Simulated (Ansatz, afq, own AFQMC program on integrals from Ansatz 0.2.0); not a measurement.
# BNH2, triplet: AFQMC among the cluster methods

```csv
atom,x (Å),y (Å),z (Å)
B,0.0000,-0.1240,0.7739
N,0.0000,-0.0224,-0.5980
H,0.0000,0.9564,1.3306
H,0.0000,0.6853,-1.3215
```

Connectivity, by distances: BH–NH.

Basis cc-pVDZ. Noble-gas cores (and the filled d shells of Ga–Kr and In–Xe) are frozen. Integrals, coupled cluster, full CI and functionals: Ansatz 0.2.0; the random walks run on the same integrals in our own AFQMC program. The CISD trial takes its coefficients from CCSD amplitudes. Released means that phaseless walkers are propagated on without the constraint, phases kept. Uncertainties: one standard error, sampling alone.

Determinant: UHF, the one that the program's search chose, which needn't be the lowest solution. The geometry is a point of a scan.

No full CI on the walks' own integrals is used here; CCSDT(Q) serves as the reference and is uncertain by about the last step of the cluster series.

Cautions: lower spins were not checked; the ph-AFQMC/HF walk drifts between its halves (2.6 errors).

The T1 diagnostic is 0.0254, the weight of the determinant in the CISD state is 0.896 and the ⟨S²⟩ of the determinant is 2.008. The size of the correlated space is 10 electrons in 36 orbitals.

```json
{"level": "MP2", "correlation energy (eV)": "-5.3529"}
{"level": "CCSD", "correlation energy (eV)": "-6.1529"}
{"level": "CCSD(T)", "correlation energy (eV)": "-6.3306"}
```

Estimate where phaseless AFQMC with a CISD trial lies against CCSD(T) on the same integrals.

0.68 ± 0.43 mEh below CCSD(T). The gap is under twice the noise, so this walk alone can't tell the two apart.

Reference: CCSDT(Q), correlation energy -6.381 eV. The released energy is read at 2.40 1/Eh (meV from the phaseless value at times in 1/Eh: 0 ± 13 at 0.24, -22 ± 13 at 0.51, -18 ± 10 at 0.99, -17 ± 12 at 1.62, -36 ± 14 at 2.40).

| level | E − E(reference) (mEh) | share of correlation (%) |
| --- | --- | --- |
| CCSD(T) | 1.85 | 99.21 |
| CCSDT | 0.49 | 99.79 |
| ph-AFQMC/HF | 1.76 ± 2.22 | 99.25 |
| ph-AFQMC/CISD | 1.17 ± 0.43 | 99.50 |
| released AFQMC | -0.17 ± 0.50 | 100.07 |

A walk keeps the symmetry of its determinant, which the program's search chose and which needn't be the lowest solution, so a lower state of the same spin and another symmetry isn't excluded. Released energies are given only where the last usable release times agree within the noise; a slower fall can still hide under it.
